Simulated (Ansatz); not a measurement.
**C3H6FNO: ranking of conformers from a Python script**

Wanted for C3H6FNO: a ranking of conformers. SMILES: C=C(N)OCF.

Program: Ansatz 0.2.0, driven from Python. Level of theory: PBE0/def2-SVP. These are calculated values, not measurements.

### 1 Starting point

The script builds its own geometries from the SMILES C=C(N)OCF.

No structure file is read: the coordinates are typed or built in the script.

### 2 The script

conformers.py reads:

```python
import logging
import sys

import ansatz as az
from rdkit import Chem
from rdkit.Chem import AllChem

logging.basicConfig(stream=sys.stdout, format="%(name)s: %(message)s")
logger = logging.getLogger("run")
logger.setLevel(logging.INFO)

rd = Chem.AddHs(Chem.MolFromSmiles("C=C(N)OCF"))
ids = list(AllChem.EmbedMultipleConfs(rd, numConfs=20, randomSeed=218, pruneRmsThresh=0.4))
field = [energy for _, energy in AllChem.MMFFOptimizeMoleculeConfs(rd)]
distinct = {round(e, 2): i for i, e in zip(ids, field)}
chosen = sorted(distinct.items())[:3]
found = []
for force_field, index in chosen:
    molecule = az.Crystal.molecule()
    for atom, xyz in zip(rd.GetAtoms(), rd.GetConformer(index).GetPositions()):
        molecule = molecule.atom(atom.GetSymbol(), xyz.round(5).tolist())
    job = molecule.calculation()
    job = job.basis(gaussian="def2-SVP").functional("pbe0")
    found.append(job.run(threads=1, backend="cpu").report["free_energy_ev"])
logger.info("conformer   MMFF (kcal/mol)   this level (eV)")
for (force_field, index), e in zip(chosen, found):
    logger.info(f"{index:9d} {force_field - chosen[0][0]:17.2f} {(e - min(found)):17.3f}")
```

### 3 The calls as engine input

The package turns the script's settings into the engine's input (first run):

```yaml
crystal:
  periodic: [false, false, false]
  atoms:
    - { symbol: C, position_ang: [-1.18042, 1.19703, -0.5297] }
    - { symbol: C, position_ang: [-0.49643, 0.0715, -0.31415] }
    - { symbol: "N", position_ang: [-1.05854, -1.09155, 0.13706] }
    - { symbol: O, position_ang: [0.83811, 0.02838, -0.64373] }
    - { symbol: C, position_ang: [1.63492, -0.11673, 0.52707] }
    - { symbol: F, position_ang: [2.93393, -0.01724, 0.13072] }
    - { symbol: H, position_ang: [-2.23948, 1.27429, -0.31509] }
    - { symbol: H, position_ang: [-0.68378, 2.07548, -0.92871] }
    - { symbol: H, position_ang: [-2.0683, -1.10937, 0.01549] }
    - { symbol: H, position_ang: [-0.62579, -1.89508, -0.31476] }
    - { symbol: H, position_ang: [1.44329, 0.6844, 1.24882] }
    - { symbol: H, position_ang: [1.50246, -1.10111, 0.98699] }
basis:
  gaussian:
    orbitals: def2-SVP
hamiltonian:
  xc: pbe0
```

### 4 Launch

Started as:

```console
python conformers.py
```

**Question.** What results will this script give? Wanted: lowest; next above it by.

**Answer**, as computed:

| quantity | value |
| --- | --- |
| runs compared | 2 |
| lowest | run 2 |
| next above it by | 0.164 eV |

**Reading.** The structures are force-field minima, not relaxed at this level. Of those tried, run 2 is lowest; run 1 lies 0.164 eV above it. The conformers keep their force-field geometries.
